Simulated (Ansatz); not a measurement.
Two structures, one formula

Two relaxed structures of CH$_{2}$AlO, doublet (PBE0-D4/def2-TZVP; forces vanish, vibrations not checked).

A:

```tsv
atom	x (Å)	y (Å)	z (Å)
C1	0.0191	-0.0846	-0.2765
O2	-0.9496	-0.6447	0.2798
Al3	0.7711	-1.5585	0.7353
H4	-0.1965	0.8054	-0.8935
H5	0.8729	-2.9375	-0.0634
```

B:

| atom | x (Å) | y (Å) | z (Å) |
| --- | --- | --- | --- |
| C1 | -0.0016 | 0.7893 | -0.2943 |
| O2 | 0.0050 | -2.4890 | 0.9279 |
| Al3 | 0.0019 | -0.9927 | 0.3701 |
| H4 | -0.4978 | 1.0788 | -1.2166 |
| H5 | 0.4924 | 1.6137 | 0.2128 |

Program: Ansatz 0.2.0. Basis: def2-TZVPP. Cores are frozen in the correlated methods; orbitals are unrestricted. B3LYP uses VWN-RPA correlation.

Which structure is lower at CCSD(T), and by how much? (An estimate is asked for; the value comes from the calculation.)

By the calculation: B, by 0.392 eV (electronic energy, against the other). By their contacts, A is CH₂AlO ([CH]1[O][AlH]1) and B is CH₂AlO ([CH2][Al][O]).

All methods give the same order:

```
   method  E(B) − E(A) (eV)
   PBE-D4            -0.376
r2SCAN-D4            -0.452
  PBE0-D4            -0.271
 B3LYP-D4            -0.433
  wB97M-V            -0.347
       HF            -0.038
      MP2            -0.570
     CCSD            -0.345
  CCSD(T)            -0.392
```

The T1 diagnostic stays at or below 0.027. ⟨S²⟩ of the unrestricted Hartree–Fock references: 0.76 (a pure state has 0.75).

Labels in which every atom is bracketed show which atoms are joined, not bond orders.

For scale, one of the runs: CCSD(T)/def2-TZVPP, 132 basis functions, launched by `ansatz run in.yaml --threads 2 --pin off --events-out ev --progress --plain --max-ram 4352MiB`. The run took 27 s on 2 CPU threads of an Arm Neoverse V2 (shared host), with 1.4 GiB of host memory at its peak.
